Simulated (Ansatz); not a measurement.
# Relaxing LiAg3

Level of theory: DFT r2SCAN, scalar-relativistic, plane waves, PAW in Ansatz. Cutoff 500 eV, Γ-centred k mesh, Gaussian smearing, no spin polarisation in the final step.

The start puts LiAg3 on the Cu3Au (L1_2) structure type (Pm-3m, No. 221), with Li in place of Au, Ag in place of Cu, at a guessed volume.

```yaml
crystal:
  lattice:
    - [4.03193, 0.00000, 0.00000]
    - [0.00000, 4.03193, 0.00000]
    - [0.00000, 0.00000, 4.03193]
  atoms:
    - { symbol: Li, position: [0.00000, 0.00000, 0.00000] }
    - { symbol: Ag, position: [0.00000, 0.50000, 0.50000] }
    - { symbol: Ag, position: [0.50000, 0.00000, 0.50000] }
    - { symbol: Ag, position: [0.50000, 0.50000, 0.00000] }
```

Cell and atoms relax at zero pressure; the relaxation can't lower the symmetry of the start.

Formation energies are uncorrected and refer to the elements' standard structures at the same level.

**Question.** Which crystal results?

**Answer.** It keeps Pm-3m (No. 221). The result has the Cu3Au (L1_2) structure. Conventional cell: a = 4.044 Å. Li is coordinated by 12 Ag at 2.86 Å; Ag has 4 Li at 2.86 Å and 8 Ag at 2.86 Å.

```cif
data_structure
_symmetry_space_group_name_H-M 'Pm-3m'
_symmetry_Int_Tables_number 221
_cell_length_a 4.0441
_cell_length_b 4.0441
_cell_length_c 4.0441
_cell_angle_alpha 90.000
_cell_angle_beta 90.000
_cell_angle_gamma 90.000
_cell_volume 66.14
loop_
_atom_site_label
_atom_site_type_symbol
_atom_site_symmetry_multiplicity
_atom_site_Wyckoff_symbol
_atom_site_fract_x
_atom_site_fract_y
_atom_site_fract_z
_atom_site_occupancy
Li1 Li 1 a 0.00000 0.00000 0.00000 1
Ag1 Ag 3 c 0.00000 0.50000 0.50000 1
```

**Question.** What are its volume, energy, density and gap?

**Answer.** The volume per atom is 16.53 Å³, the density is 8.30 g/cm³ and the energy over the elements is -0.11 eV/atom. The gap on the 12×12×12 mesh is 0 eV (a metal).

The final run used a 12×12×12 mesh on its 4-atom cell and 0.10 eV smearing. For metals, differences of a few meV/atom aren't resolved. A structure relaxed within its symmetry needn't be a true minimum. The steps took of the order of 40 core-seconds in all.

Cost: 2 runs of about 0.73 core-minutes in all, on Intel Xeon 6975P-C (Granite Rapids) (shared hosts).